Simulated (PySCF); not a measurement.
## How exact exchange moves a shielding

Molecule: SMILES FC(F)[C@@H]1CO1, C3H4F2O.

Molfile (atoms numbered from 1):
```
C3H4F2O
     RDKit          3D

 10 10  0  0  0  0  0  0  0  0999 V2000
    0.8677   -1.8358   -0.5075 F   0  0  0  0  0  0  0  0  0  0  0  0
    1.0684   -0.5223   -0.2622 C   0  0  0  0  0  0  0  0  0  0  0  0
    2.2133   -0.4056    0.4404 F   0  0  0  0  0  0  0  0  0  0  0  0
   -0.0792    0.0200    0.5365 C   0  0  2  0  0  0  0  0  0  0  0  0
   -1.2474    0.5824   -0.1351 C   0  0  0  0  0  0  0  0  0  0  0  0
   -0.2692    1.4092    0.4531 O   0  0  0  0  0  0  0  0  0  0  0  0
    1.1851    0.0144   -1.2207 H   0  0  0  0  0  0  0  0  0  0  0  0
   -0.1781   -0.4304    1.5342 H   0  0  0  0  0  0  0  0  0  0  0  0
   -1.2913    0.5979   -1.2321 H   0  0  0  0  0  0  0  0  0  0  0  0
   -2.2193    0.5495    0.3719 H   0  0  0  0  0  0  0  0  0  0  0  0
  1  2  1  0
  2  3  1  0
  2  4  1  0
  4  5  1  0
  5  6  1  0
  6  4  1  0
  2  7  1  0
  4  8  1  1
  5  9  1  0
  5 10  1  0
M  END
```

GIAO shieldings (ppm, equivalent atoms averaged) in PySCF 2.14 on the PBE0-D3(BJ)/def2-SVP geometry, basis pcSseg-2, gas phase, non-relativistic:

```csv
functional,exact exchange (%),σ(F3),σ(F1),σ(C2),σ(C4)
BLYP,0,284.7,291.8,43.8,120.7
BP86,0,287.7,294.8,49.2,125.4
PBE,0,285.8,293.1,49.0,125.7
PBE0,25,305.5,311.9,59.0,132.5
mPW1PW91,25,306.5,312.8,58.5,131.7
BHandHLYP,50,319.8,325.6,63.6,134.4
HF,100,346.5,351.5,81.9,146.6
```

Task: Fit each shielding as a line in the percentage of exact exchange.

Result: σ(F3) = 287.8 + 0.61 x (rms 2.4 ppm); σ(F1) = 294.9 + 0.59 x (rms 2.2 ppm); σ(C2) = 48.1 + 0.34 x (rms 2.1 ppm); σ(C4) = 124.7 + 0.22 x (rms 2.0 ppm). The functionals also differ in their semilocal parts, which the line can't hold; Hartree–Fock has no correlation at all.

Task: What does the line predict for B3LYP (20 %), and what does the run give?

Result: σ(F3): 300.0 predicted, 300.6 computed; σ(F1): 306.7 predicted, 307.1 computed; σ(C2): 54.9 predicted, 52.2 computed; σ(C4): 129.1 predicted, 126.6 computed ppm.
